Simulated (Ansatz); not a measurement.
The inner images of a band of CH$_{2}$NOS (6 atoms, charge -1, multiplicity 1) are given out of order.

Computed with RKS B3LYP/def2-SVP in Ansatz.

Initial state:

```xyz
6
Properties=species:S:1:pos:R:3
N 0.579 -1.513 0.391
C 0.945 -0.384 0.067
O 0.063 0.702 -0.195
S -1.518 -0.056 0.077
H 1.966 0.062 -0.097
H -2.035 1.189 -0.243
```

Final state:

```xyz
6
Properties=species:S:1:pos:R:3
N 0.761 -1.631 0.416
C 0.258 -0.575 0.147
O 0.765 0.688 -0.220
S -1.775 -0.149 0.114
H 1.721 0.511 -0.210
H -1.731 1.157 -0.247
```

**Question.** Put them in order from the first end to the last, with their energies above the first end.
A.
```xyz
6
Properties=species:S:1:pos:R:3
N 0.752 -1.616 0.414
C 0.977 -0.463 0.086
O 0.017 0.625 -0.175
S -1.609 0.036 0.054
H 1.920 0.129 -0.112
H -2.057 1.289 -0.268
```
B.
```xyz
6
Properties=species:S:1:pos:R:3
N 1.013 -1.806 0.458
C 0.582 -0.746 0.180
O 0.742 0.521 -0.182
S -2.089 0.056 0.081
H 1.715 0.608 -0.254
H -1.963 1.367 -0.283
```
C.
```xyz
6
Properties=species:S:1:pos:R:3
N 1.067 -1.744 0.437
C 0.989 -0.576 0.118
O 0.080 0.463 -0.133
S -1.896 0.147 0.035
H 1.786 0.259 -0.145
H -2.026 1.452 -0.312
```
D.
```xyz
6
Properties=species:S:1:pos:R:3
N 0.930 -1.699 0.431
C 1.016 -0.537 0.106
O -0.030 0.541 -0.151
S -1.714 0.120 0.035
H 1.860 0.180 -0.126
H -2.062 1.394 -0.295
```
E.
```xyz
6
Properties=species:S:1:pos:R:3
N 0.867 -1.719 0.436
C 0.419 -0.653 0.162
O 0.781 0.607 -0.202
S -1.947 -0.059 0.102
H 1.755 0.573 -0.233
H -1.876 1.252 -0.264
```
F.
```xyz
6
Properties=species:S:1:pos:R:3
N 1.127 -1.828 0.460
C 0.784 -0.754 0.175
O 0.549 0.471 -0.157
S -2.073 0.142 0.048
H 1.639 0.513 -0.216
H -2.026 1.456 -0.310
```
G.
```xyz
6
Properties=species:S:1:pos:R:3
N 1.111 -1.792 0.449
C 0.924 -0.658 0.143
O 0.288 0.463 -0.141
S -2.020 0.151 0.039
H 1.732 0.377 -0.176
H -2.035 1.459 -0.312
```

**Answer.** A (+0.07 eV), D (+0.20 eV), C (+0.58 eV), G (+0.96 eV), F (-0.11 eV), B (-0.94 eV), E (-1.11 eV).

The run took 3.7 min on 1 thread of Arm Neoverse V2 (shared host), peak memory 0.13 GiB.
